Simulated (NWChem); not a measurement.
**Correlation energy of formic acid (CH₂O₂)**

```xyz
5

O      0.7441     0.8276     0.0000
C      0.1773    -0.3776     0.0000
O     -1.0006    -0.5842     0.0000
H      0.0245     1.4806     0.0000
H      0.9640    -1.1615     0.0000
```
Charge 0, spin multiplicity 1.

Program: NWChem. The geometry was optimised at PBE0/def2-SVP, a minimum by its harmonic frequencies. It is one conformer; others weren't searched.

Basis set: cc-pVDZ. Each correlation energy counts from its own Hartree-Fock reference.

The correlated methods keep 3 core orbitals frozen. Coupled-cluster values serve here as a point of comparison, not as the truth.

Problem. Order these methods by the correlation energy they give, lowest first: CR-CCSD[T], MP2, CCSD+T(CCSD), CR-CCSD(T).

Solution. CCSD+T(CCSD) (-527.6 mHa), CR-CCSD[T] (-524.0 mHa), CR-CCSD(T) (-522.9 mHa), MP2 (-498.5 mHa)
